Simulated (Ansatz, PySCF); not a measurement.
System: tetrafluoromethane, CF₄, charge 0, multiplicity 1. 
Coordinates optimised at B3LYP-D3(BJ)/def2-TZVP (Ansatz, a first-principles code):
```
C
F 1 1.3260
F 1 1.3260 2 109.47
F 1 1.3260 2 109.47 3 120.00
F 1 1.3260 2 109.47 4 120.00
```
Charge 0, spin multiplicity 1.

Total electronic energies in hartree. Cores are frozen in the correlated levels unless marked. No spin-orbit coupling. Non-relativistic unless marked X2C. FCI takes restricted orbitals. CBS(X,Y): correlation extrapolated as X^-3; Hartree-Fock from the larger set. The bracket is a focal-point correction in the basis named.

```json
[
 {"level": "HF/6-31G*", "program": "Ansatz", "energy (Eh)": "-435.64231"},
 {"level": "revPBE/def2-TZVPD", "program": "Ansatz", "energy (Eh)": "-437.54539"},
 {"level": "B3LYP-D4/def2-TZVPD", "program": "Ansatz + dftd4", "energy (Eh)": "-437.69250"},
 {"level": "PBE0-D3(BJ)/def2-TZVP", "program": "Ansatz + dftd3", "energy (Eh)": "-437.27443"},
 {"level": "r2SCAN0-D4/def2-TZVPD", "program": "Ansatz + dftd4", "energy (Eh)": "-437.45520"},
 {"level": "r2SCAN0/def2-TZVPD", "program": "Ansatz", "energy (Eh)": "-437.45462"},
 {"level": "HSE06-D3(BJ)/def2-TZVPD", "program": "Ansatz + dftd3", "energy (Eh)": "-437.25868"},
 {"level": "HSE06/def2-TZVPD", "program": "Ansatz", "energy (Eh)": "-437.25771"},
 {"level": "CAM-B3LYP/def2-TZVPD", "program": "Ansatz", "energy (Eh)": "-437.59113"},
 {"level": "CAM-B3LYP/def2-TZVPD", "program": "PySCF", "energy (Eh)": "-437.59120"},
 {"level": "LC-wPBE-D3(BJ)/def2-TZVPD", "program": "Ansatz + dftd3", "energy (Eh)": "-437.45873"},
 {"level": "LC-wPBE/def2-TZVPD", "program": "Ansatz", "energy (Eh)": "-437.45723"},
 {"level": "RPA@PBE/cc-pVTZ", "program": "Ansatz", "energy (Eh)": "-437.45369"},
 {"level": "MP2/6-31G", "program": "Ansatz", "energy (Eh)": "-436.05529"},
 {"level": "MP2/6-31G*", "program": "Ansatz", "energy (Eh)": "-436.44745"},
 {"level": "MP2/aug-cc-pVTZ", "program": "Ansatz", "energy (Eh)": "-436.99949"},
 {"level": "RI-MP2/aug-cc-pVQZ", "program": "Ansatz", "energy (Eh)": "-437.11986"},
 {"level": "RI-MP2/CBS(cc-pVTZ,cc-pVQZ)", "program": "Ansatz", "energy (Eh)": "-437.1809"},
 {"level": "CCSD(T)/cc-pVDZ", "program": "Ansatz", "energy (Eh)": "-436.56041"},
 {"level": "X2C-CCSD(T)/cc-pVTZ-DK", "program": "Ansatz", "energy (Eh)": "-437.36233"},
 {"level": "FCI/STO-3G", "program": "Ansatz", "energy (Eh)": "-429.71387"},
 {"level": "RI-MP2/CBS(cc-pVTZ,cc-pVQZ)+[CCSD(T)-MP2]/cc-pVDZ", "program": "Ansatz", "energy (Eh)": "-437.2066"},
 {"level": "RI-MP2/CBS(aug-cc-pVTZ,aug-cc-pVQZ)+[CCSD(T)-MP2]/aug-cc-pVTZ", "program": "Ansatz", "energy (Eh)": "-437.2234"}
]
```

Totals of different functionals don't rank their quality; only differences between species are comparable.
